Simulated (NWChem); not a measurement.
Program: NWChem. System: ethanol (C₂H₆O), charge 0, spin multiplicity 1, at a geometry optimised with PBE0/def2-SVP. Level: CR-CCSD(T)/cc-pVDZ, 3 core orbitals frozen.

Part of the output:

```
             Northwest Computational Chemistry Package (NWChem) 7.3.0
             --------------------------------------------------------

                                NWChem Input Module
                                -------------------

 Scaling coordinates for geometry "geometry" by  1.889725989
 (inverse scale =  0.529177249)

                             Geometry "geometry" -> ""
                             -------------------------

 Output coordinates in angstroms (scale by  1.889725989 to convert to a.u.)

  No.       Tag          Charge          X              Y              Z
 ---- ---------------- ---------- -------------- -------------- --------------
    1 C                    6.0000    -1.19610300     0.13584800     0.24993300
    2 C                    6.0000     0.07819800    -0.42352600    -0.35337700
    3 O                    8.0000     1.22169700     0.31052100    -0.00340400
    4 H                    1.0000    -2.08032200    -0.42575700    -0.08992400
    5 H                    1.0000    -1.32480800     1.19209400    -0.03121300
    6 H                    1.0000    -1.17303800     0.07939000     1.35145900
    7 H                    1.0000     0.18241700    -1.49499500    -0.08394000
    8 H                    1.0000     0.01798800    -0.38779900    -1.45314000
    9 H                    1.0000     1.31162000     0.27896400     0.95465600

 Effective nuclear repulsion energy (a.u.)      81.8777774731

            Nuclear Dipole moment (a.u.)
            ----------------------------
        X                 Y               Z
 ---------------- ---------------- ----------------
     0.0000056692    -0.0000056692     0.0000037795


 Summary of "ao basis" -> "" (spherical)
 ------------------------------------------------------------------------------
       Tag                 Description            Shells   Functions and Types
 ---------------- ------------------------------  ------  ---------------------
 *                          cc-pvdz                   on all atoms

 Summary of "ao basis" -> "ao basis" (spherical)
 ------------------------------------------------------------------------------
       Tag                 Description            Shells   Functions and Types
 ---------------- ------------------------------  ------  ---------------------
 C                          cc-pvdz                  6       14   3s2p1d
 O                          cc-pvdz                  6       14   3s2p1d
 H                          cc-pvdz                  3        5   2s1p

                                 NWChem SCF Module
                                 -----------------

  ao basis        = "ao basis"
  functions       =    72
  atoms           =     9
  closed shells   =    13
  open shells     =     0
  charge          =   0.00
  wavefunction    = RHF
  use symmetry    = F
  symmetry adapt  = F

 Summary of "ao basis" -> "ao basis" (spherical)
 ------------------------------------------------------------------------------
       Tag                 Description            Shells   Functions and Types
 ---------------- ------------------------------  ------  ---------------------
 C                          cc-pvdz                  6       14   3s2p1d
 O                          cc-pvdz                  6       14   3s2p1d
 H                          cc-pvdz                  3        5   2s1p

 Forming initial guess at       0.1s

      Superposition of Atomic Density Guess
      -------------------------------------

 Sum of atomic energies:        -153.09163733

      Non-variational initial energy
      ------------------------------

 Total energy =    -154.767963
 1-e energy   =    -368.713115
 2-e energy   =     132.067374
 HOMO         =      -0.360181
 LUMO         =       0.096921

 Starting SCF solution at       1.1s

 ----------------------------------------------
         Quadratically convergent ROHF

 Convergence threshold     :          1.000E-07
 Maximum no. of iterations :          100
 Final Fock-matrix accuracy:          1.000E-09
 ----------------------------------------------

              iter       energy          gnorm     gmax       time
             ----- ------------------- --------- --------- --------
[...]
              MO Center= -2.3D-01, -1.8D-01,  6.5D-01, r^2= 5.5D+00
   Bfn.  Coefficient  Atom+Function         Bfn.  Coefficient  Atom+Function
  ----- ------------  ---------------      ----- ------------  ---------------
     3      1.267762  1 C  s                 17      1.078055  2 C  s
    54     -0.840027  6 H  s                 69     -0.718872  9 H  s
    59     -0.695603  7 H  s                 44     -0.597594  4 H  s
    49     -0.440060  5 H  s                 64     -0.381037  8 H  s
    31      0.363348  3 O  s                  9      0.342054  1 C  pz

 Vector   15  Occ=0.000000D+00  E= 2.183917D-01
              MO Center=  7.9D-02,  3.7D-02, -1.2D-01, r^2= 6.6D+00
   Bfn.  Coefficient  Atom+Function         Bfn.  Coefficient  Atom+Function
  ----- ------------  ---------------      ----- ------------  ---------------
    64      1.220956  8 H  s                 69     -1.065168  9 H  s
     3     -0.860046  1 C  s                 44      0.814208  4 H  s
    17     -0.678626  2 C  s                 49      0.611310  5 H  s
    23      0.607947  2 C  pz                31      0.515237  3 O  s
    54     -0.337655  6 H  s                  9      0.331866  1 C  pz

 Vector   16  Occ=0.000000D+00  E= 2.336880D-01
              MO Center= -5.7D-01, -2.8D-01,  4.4D-02, r^2= 6.4D+00
   Bfn.  Coefficient  Atom+Function         Bfn.  Coefficient  Atom+Function
  ----- ------------  ---------------      ----- ------------  ---------------
     3      1.715690  1 C  s                 17     -1.604669  2 C  s
    59      1.271333  7 H  s                 49     -1.057007  5 H  s
    54     -0.913191  6 H  s                 64      0.787264  8 H  s
    22      0.462425  2 C  py                44     -0.267880  4 H  s
     8      0.231031  1 C  py                21      0.189538  2 C  px

 center of mass
 --------------
 x =   0.12460598 y =   0.03080672 z =  -0.02638314

 moments of inertia (a.u.)
 ------------------
          54.103951664285         -10.588585136828          14.607150208977
         -10.588585136828         204.772220293176         -11.673819187740
          14.607150208977         -11.673819187740         207.860538297756

  Mulliken analysis of the total density
  --------------------------------------

    Atom       Charge   Shell Charges
 -----------   ------   -------------------------------------------------------
    1 C    6     6.09   2.00  0.65  0.42  2.03  0.93  0.06
    2 C    6     5.84   2.00  0.66  0.37  1.96  0.70  0.14
    3 O    8     8.38   2.00  0.83  0.90  2.83  1.80  0.02
    4 H    1     0.97   0.75  0.19  0.03
    5 H    1     0.96   0.75  0.18  0.03
    6 H    1     0.98   0.75  0.20  0.03
    7 H    1     0.99   0.77  0.19  0.03
    8 H    1     0.96   0.77  0.17  0.03
    9 H    1     0.84   0.69  0.07  0.08

       Multipole analysis of the density wrt the origin
       ------------------------------------------------

     L   x y z        total         open         nuclear
     -   - - -        -----         ----         -------
     0   0 0 0     -0.000000      0.000000     26.000000

     1   1 0 0     -0.423445      0.000000      0.000006
     1   0 1 0     -0.291157      0.000000     -0.000006
     1   0 0 1      0.435655      0.000000      0.000004

     2   2 0 0    -16.309480      0.000000    106.324272
     2   1 1 0     -0.400692      0.000000      4.145124
     2   1 0 1      1.794585      0.000000     -7.638289
     2   0 2 0    -15.092758      0.000000     21.534371
     2   0 1 1      0.353699      0.000000      7.702598
     2   0 0 2    -13.216155      0.000000     21.389516

                   NWChem Extensible Many-Electron Theory Module
                   ---------------------------------------------


            General Information
            -------------------
      Number of processors :     1
         Wavefunction type : Restricted Hartree-Fock
          No. of electrons :    26
           Alpha electrons :    13
            Beta electrons :    13
           No. of orbitals :   144
            Alpha orbitals :    72
             Beta orbitals :    72
        Alpha frozen cores :     3
         Beta frozen cores :     3
     Alpha frozen virtuals :     0
      Beta frozen virtuals :     0
         Spin multiplicity : singlet
    Number of AO functions :    72
       Number of AO shells :    36
        Use of symmetry is : off
      Symmetry adaption is : off
         Schwarz screening : 0.10D-09

          Correlation Information
          -----------------------
          Calculation type : Coupled-cluster singles & doubles w/ perturbation
   Perturbative correction : Completely renormalized (T)
            Max iterations :      100
        Residual threshold : 0.10D-05
     T(0) DIIS level shift : 0.00D+00
     L(0) DIIS level shift : 0.00D+00
     T(1) DIIS level shift : 0.00D+00
     L(1) DIIS level shift : 0.00D+00
     T(R) DIIS level shift : 0.00D+00
     T(I) DIIS level shift : 0.00D+00
   CC-T/L Amplitude update :  5-th order DIIS
                I/O scheme : Global Array Library
        L-threshold :  0.10D-05
        EOM-threshold :  0.10D-05
 no EOMCCSD initial starts read in
 TCE RESTART OPTIONS
 SLICE:      F
 D4D5:       F
 quantumc:   F
 qrotation:  F
 pwtce:      F
 qducc:      F
 nacto:                         0
 nrotv:                         0
 nrot:                          0

            Memory Information
            ------------------
          Available GA space size is     249031616 doubles
          Available MA space size is     104846268 doubles

 Maximum block size supplied by input
 Maximum block size        24 doubles

 tile_dim =     20

 -------------------------------------------------

 Global array virtual files algorithm will be used

 Parallel file system coherency ......... OK

 4-electron integrals stored in orbital form

 v2    file size   =          5045671
 4-index algorithm nr.  13 is used
 imaxsize =       30
 imaxsize ichop =        0


CCSD iterations
 ---------------------------------------------------------
 Iter          Residuum       Correlation     Cpu    Wall
 ---------------------------------------------------------
    1   0.1754144084935  -0.4813765119274     0.4     0.4
    2   0.0488013861977  -0.5071101177261     0.4     0.4
    3   0.0175326007064  -0.5159079394461     0.4     0.4
    4   0.0071283658411  -0.5180173115071     0.4     0.4
    5   0.0030574903636  -0.5188307797718     0.4     0.4
    6   0.0006267247678  -0.5192568235572     0.5     0.5
    7   0.0002520288103  -0.5193152066621     0.4     0.4
    8   0.0001149334645  -0.5193149395503     0.4     0.4
    9   0.0000583882811  -0.5193148200634     0.4     0.4
   10   0.0000286561146  -0.5193157443185     0.4     0.4
   11   0.0000073878596  -0.5193152995535     0.4     0.4
   12   0.0000033577063  -0.5193164034353     0.4     0.4
   13   0.0000018374419  -0.5193164984494     0.4     0.4
   14   0.0000010183302  -0.5193165576211     0.4     0.4
   15   0.0000005923934  -0.5193165698336     0.4     0.4
 -----------------------------------------------------------------
 Iterations converged
 CCSD correlation energy / hartree =        -0.519316569833595
 CCSD total energy / hartree       =      -154.611283361590068

 Singles contributions

 Doubles contributions
 CR-CCSD(T)

 CR-CCSD[T]  correction energy / hartree =        -0.010193651515493
 CR-CCSD[T] correlation energy / hartree =        -0.529510221349088
 CR-CCSD[T] total energy / hartree       =      -154.621477013105562
 CR-CCSD(T)  correction energy / hartree =        -0.009856033328696
 CR-CCSD(T) correlation energy / hartree =        -0.529172603162291
 CR-CCSD(T) total energy / hartree       =      -154.621139394918771

 Task  times  cpu:      195.4s     wall:      195.4s

 Total times  cpu:      195.5s     wall:      195.5s
```

Question: Write an NWChem input that would produce this output.

Answer: Several could match; the one computed here: 
```
start mol
memory heap 100 mb stack 700 mb global 1900 mb
geometry units angstroms nocenter noautoz noautosym
  C     -1.196103     0.135848     0.249933
  C      0.078198    -0.423526    -0.353377
  O      1.221697     0.310521    -0.003404
  H     -2.080322    -0.425757    -0.089924
  H     -1.324808     1.192094    -0.031213
  H     -1.173038     0.079390     1.351459
  H      0.182417    -1.494995    -0.083940
  H      0.017988    -0.387799    -1.453140
  H      1.311620     0.278964     0.954656
end
basis spherical
  * library cc-pvdz
end
scf
  rhf
  nopen 0
  maxiter 100
  thresh 1e-7
  semidirect memsize 60000000 filesize 0
end
tce
  freeze core 3
  cr-ccsd(t)
  2eorb
  2emet 13
  thresh 1e-6
  maxiter 100
  tilesize 24
end
task tce energy
```
